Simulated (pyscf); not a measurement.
9 group-13 steps of one kind (four-centre exchange, closed-shell): reaction energy in eV, from the separated reactants or the lowest minimum found. PySCF, gas phase, ωB97X-D3(BJ)/def2-SVP geometries. Functionals in def2-TZVP; the last column is ωB97M-D3(BJ)/def2-TZVP. Rows were drawn at random from the steps of this kind and element class whose saddle was verified and whose references are stable.

```csv
step,PBE,PBE0-D3(BJ),B3LYP-D3(BJ),ωB97M-D3(BJ)
H₃C–InH₂ + H₂ → CH₄ + InH₃,-0.48,-0.50,-0.51,-0.53
HF + H₂B–F -> F–BH–F + H₂,-1.57,-1.53,-1.58,-1.56
H₃C–GaH₂ + HCl → H₃C–GaH–Cl + H₂,-1.24,-1.25,-1.28,-1.21
HB=O + H₂O → O=B–OH + H₂,-0.72,-0.71,-0.73,-0.68
H₂B–CH₂–OH + H₂ → BH₃ + H₃C–OH,+0.06,-0.04,-0.15,-0.08
H₃C–BH–F + H₂ → H₂B–F + CH₄,-0.06,-0.07,-0.12,-0.10
HO–BH–OH + SiH₄ → HO–BH–O–SiH₃ + H₂,-0.56,-0.60,-0.69,-0.66
H₂B–OH + HF → HO–BH–F + H₂,-1.46,-1.43,-1.49,-1.46
H₃C–B(F)–F + H₂ → F–BH–F + CH₄,-0.12,-0.12,-0.16,-0.14
```

Differences from the last column (eV): PBE: mean +0.03, median +0.01, mean size 0.05, lower in 3 of 9; PBE0-D3(BJ): mean +0.02, median +0.03, mean size 0.03, lower in 2 of 9; B3LYP-D3(BJ): mean -0.03, median -0.03, mean size 0.04, lower in 8 of 9. PBE is closest for row 8 (0.00 eV apart) and farthest for row 5 (0.14 eV). PBE, r²SCAN and M06-2X carry no added dispersion term. The last column is a level with limits of its own. Elements up to Kr have no core potential and no relativistic terms here. Elements past Kr carry the def2 core potentials, without spin-orbit coupling.
